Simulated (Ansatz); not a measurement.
**Rock-salt TiC: properties by level of theory**

Reference values: lattice constant a 4.33 Å (measured, temperature not stated, no zero-point or thermal correction; as tabulated in Zhang et al. (2018), doi:10.1088/1367-2630/aac7f0); bulk modulus 240 GPa (measured, temperature not stated, no zero-point or thermal correction, our sources range from 235 to 268; as tabulated in Krasnenko and Brik (2013), arXiv:1306.3139).

| level (code) | equilibrium lattice constant a (Å) | bulk modulus B0 (GPa) |
|---|---|---|
| PBEsol (Ansatz) | ___ | 267 |
| PBE-D4 (Ansatz) | ___ | 259 |
| PBE0-D3(BJ) (Ansatz) | ___ | 294 |

Question: Fill in the missing entries.

Answer: 
- PBEsol (Ansatz, an electronic-structure program), equilibrium lattice constant a (Å): 4.293
- PBE-D4 (Ansatz), equilibrium lattice constant a (Å): 4.305
- PBE0-D3(BJ) (Ansatz), equilibrium lattice constant a (Å): 4.261

Ansatz's density-functional and Hartree–Fock values are scalar-relativistic unless marked +SOC, with PAW data made under PBE.
